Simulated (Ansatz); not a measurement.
Relaxation of AlFH₃O (6 atoms, charge 0, multiplicity 2), to a largest force component of 0.03 eV/Å in at most 50 steps.

Theory: UKS B3LYP/def2-SVP in Ansatz 0.2.0.

```xyz
6
Properties=species:S:1:pos:R:3:forces:R:3
Al 0.022 -0.469 -0.569 0.00 -0.06 0.17
F 0.068 -0.896 2.283 0.45 -2.60 -2.18
H 1.371 0.400 -0.541 -0.04 0.02 0.01
H -1.401 0.275 -0.501 0.04 0.02 0.01
O -0.114 0.162 3.091 -0.49 2.56 2.10
H -0.460 -0.274 3.895 0.04 0.07 -0.12
```

Q: Where does it end, and by what steps?

A: It converged. After 21 steps the energy has fallen by 6.621 eV; F2 moved furthest, 1.65 Å. Parted: F2–O5 (1.34 → 2.94 Å). Joined: Al1–F2 (2.88 → 1.67 Å), Al1–O5 (3.72 → 1.70 Å).

| step | energy less start (eV) | largest force component (eV/Å) | accepted |
| --- | --- | --- | --- |
| 0 | 0.0000 | 2.603 | yes |
| 1 | -0.1988 | 1.393 | yes |
| 2 | -0.4982 | 2.544 | yes |
| 3 | -1.4547 | 6.293 | yes |
| 4 | -3.6009 | 4.580 | yes |
| 5 | -4.3125 | 3.129 | yes |
| 6 | -4.5885 | 1.260 | yes |
| 7 | -4.7697 | 0.762 | yes |
| 8 | -4.9610 | 0.697 | yes |
| 9 | -5.2247 | 0.855 | yes |
| 10 | -5.4059 | 1.046 | yes |
| 11 | -5.7173 | 1.976 | yes |
| 12 | -5.8885 | 2.806 | yes |
| 13 | -6.0604 | 1.603 | yes |
| 14 | -6.3267 | 0.646 | yes |
| 15 | -6.5202 | 0.630 | yes |
| 16 | -6.6069 | 0.393 | yes |
| 17 | -6.6176 | 0.141 | yes |
| 18 | -6.6196 | 0.113 | yes |
| 19 | -6.6202 | 0.032 | yes |
| 20 | -6.6204 | 0.061 | yes |
| 21 | -6.6208 | 0.002 | yes |

```xyz
6
Properties=species:S:1:pos:R:3
Al -0.066 -0.336 1.060
F 0.016 -2.002 1.056
H 0.841 0.420 -0.142
H -0.939 0.333 -0.217
O -0.170 0.555 2.498
H -0.196 0.229 3.402
```

The run took 66 s on 1 thread of Arm Neoverse V1, with other jobs on the host, peak memory 0.15 GiB.
